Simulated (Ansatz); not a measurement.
hcp Cd, treated with r²SCAN0 (Ansatz, an electronic-structure program, PAW).

Run with plane-wave cutoff 520 eV, 12×12×6 k mesh (along the axes of the cell as run), Fermi–Dirac smearing 0.05 eV, scalar-relativistic PAW data made under PBE.

Computed at the level's own relaxed cell.

Q: Estimate the equilibrium lattice constant a and lattice parameter c that the calculation returns.

A: 
equilibrium lattice constant a: 2.944 Å
lattice parameter c: 5.905 Å

Measured, for comparison: lattice constant a 2.979 Å, lattice parameter c 5.617 Å (293 K, not corrected to a static lattice; as tabulated in Wikipedia's data pages). Computed (rounded) less measured: lattice constant a -1.2 %, lattice parameter c +5.1 %. A static lattice is as a rule a little smaller and stiffer than an uncorrected measurement, which narrows the difference in the lattice constant a and would widen misses of the other sign.

Static lattice: no zero-point or thermal effects.

Computing time: about 110 core-minutes (a rough figure).
